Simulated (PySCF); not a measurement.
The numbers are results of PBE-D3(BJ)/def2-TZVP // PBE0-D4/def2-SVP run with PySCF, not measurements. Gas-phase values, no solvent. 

Reference species (SMILES): `N` (neutral, multiplicity 1).

```yaml
dipole_moment: 1.75 D
HOMO–LUMO gap: 6.26 eV
HOMO: -6.07 eV
```

Changed species: `C#N` (free base NCH; the reference has free base NH3).

Task: Give the shifts of the dipole moment, HOMO–LUMO gap and HOMO.

Result: the dipole moment rises by 1.19 D, to 2.94 D; the HOMO–LUMO gap rises by 1.81 eV, to 8.07 eV; the HOMO falls by 2.93 eV, to -9.00 eV.
